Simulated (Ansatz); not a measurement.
Reaction (hydrogenolysis of a C–C bond): `CC(F)CCF` + H₂ → `FCCCF` + CH₄

Gas-phase electronic energies from Ansatz, PBE0-D4/def2-TZVP geometries. CCSD(T)/CBS adds triple-zeta CCSD(T) − MP2 to the extrapolated MP2 energy (def2 sets, frozen cores). This one scheme is used for every species. Functionals use def2-TZVPP. One conformer a species, not always the lowest.

CCSD(T)/CBS gives -11.5 kcal/mol.

Q: Another level gave -14.2 kcal/mol. Which?
A. r2SCANh-D4/def2-TZVPP
B. LDA (SPW92)/def2-TZVPP
C. revPBE/def2-TZVPP
D. PBE/def2-TZVPP

A: C. revPBE -14.2, r2SCANh-D4 -11.9, PBE -13.0, LDA (SPW92) -9.9 kcal/mol.

Largest T1 diagnostic among the species: 0.010.

The D4 term adds +1.9 kcal/mol with B3LYP and +1.1 kcal/mol with PBE0; it sums over pairs of atoms, weighted by their polarisabilities, and B3LYP, whose exchange is more repulsive, gets the larger term. In def2-TZVPP, CCSD(T) changes the Hartree–Fock value by +4.7 kcal/mol (the triples alone add +0.9 kcal/mol) and MP2 by +5.3 kcal/mol. Leaving LDA and LC-ωPBE aside and taking each functional with its dispersion term where it has one, the values, not all of them listed here, spread over 2.7 kcal/mol, from BHLYP-D4 to revPBE-D4. LDA lies +3.0 kcal/mol from PBE without D4.

CCSD(T)/CBS has its own doubt, a few kJ/mol and more with outer-core shells, so smaller differences from it don't rank the levels.

B3LYP here is the variant with VWN-RPA as its local correlation; programs differ in this.
